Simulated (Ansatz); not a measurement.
# CH8AlN: the cost of one run

Program: Ansatz 0.2.0, Gaussian basis. Level of theory: CAM-B3LYP-D4/STO-3G. These are calculated values, not measurements.

**1. Where the work starts**

The start, a known saddle point with all atoms moved at random by about 0.06 Å a coordinate: 11 atoms, charge 0, spin multiplicity 1.

Atoms are counted from 1 here; the program's logs count them from 0.

Bond lengths: Al1–H2 1.830 Å, Al1–H3 1.566 Å, Al1–H4 1.552 Å, Al1–H5 1.724 Å, Al1–N6 1.891 Å, N6–C7 1.449 Å, N6–H8 1.032 Å, C7–H9 1.075 Å, C7–H10 1.165 Å, C7–H11 1.137 Å. Angles: H2–Al1–H3 102.5°, H2–Al1–H4 109.6°, H2–Al1–H5 35.7°, H2–Al1–N6 79.0°, H3–Al1–H4 127.1°, H3–Al1–H5 109.5°, H3–Al1–N6 109.6°, H4–Al1–H5 121.2°, H4–Al1–N6 116.8°, H5–Al1–N6 43.3°, Al1–N6–C7 130.1°, Al1–N6–H8 115.4°, C7–N6–H8 113.1°, N6–C7–H9 117.6°, N6–C7–H10 107.7°, N6–C7–H11 106.1°, H9–C7–H10 115.5°, H9–C7–H11 108.5° and more.

As a file:

```
Al   -0.0507   -1.1982    0.9926
H     1.6966   -1.0416    0.4726
H    -0.6268   -2.2133   -0.0517
H    -0.1267   -1.3014    2.5397
H     1.0930   -0.1642    0.2204
N    -0.0490    0.5418    0.2517
C    -0.4038    0.9902   -1.0801
H     0.0206    1.3134    0.9334
H     0.1307    1.8330   -1.4809
H    -1.5653    1.0624   -1.1316
H    -0.2407    0.0997   -1.7672
```

**2. The search**

The input, run/in.yaml:

```yaml
crystal:
  periodic: [false, false, false]
  atoms:
    - {symbol: Al, position_ang: [-0.050726, -1.198193, 0.992571]}
    - {symbol: H, position_ang: [1.696626, -1.041558, 0.472596]}
    - {symbol: H, position_ang: [-0.626834, -2.213290, -0.051664]}
    - {symbol: H, position_ang: [-0.126749, -1.301415, 2.539746]}
    - {symbol: H, position_ang: [1.092979, -0.164229, 0.220430]}
    - {symbol: N, position_ang: [-0.049049, 0.541802, 0.251662]}
    - {symbol: C, position_ang: [-0.403799, 0.990227, -1.080061]}
    - {symbol: H, position_ang: [0.020622, 1.313359, 0.933428]}
    - {symbol: H, position_ang: [0.130680, 1.833007, -1.480950]}
    - {symbol: H, position_ang: [-1.565292, 1.062406, -1.131626]}
    - {symbol: H, position_ang: [-0.240729, 0.099726, -1.767161]}
basis:
  gaussian: {orbitals: STO-3G}
hamiltonian: {xc: {name: CAM-B3LYP}, dispersion: d4}
saddle:
  f_tol: 0.1
  max_steps: 40
  mode_guess:
    - [-0.3334, 0.2650, -0.0249]
    - [0.1853, 0.1165, -0.0897]
    - [0.0931, -0.0165, -0.0082]
    - [0.0632, 0.0098, -0.0236]
    - [0.5306, -0.5904, 0.1326]
    - [-0.2219, 0.0471, 0.0456]
    - [-0.0785, 0.0214, 0.0216]
    - [-0.1240, 0.0818, 0.0012]
    - [-0.0087, -0.0008, 0.0202]
    - [-0.0746, 0.0518, -0.0897]
    - [-0.0311, 0.0143, 0.0148]
```

Command:

```
ansatz run in.yaml --threads 2 --pin off --events-out ev --progress --plain --max-ram 4352MiB
```

**Question.** How long does this run take on 2 threads of Intel Xeon 6975P-C, shared host?

About 37 s.
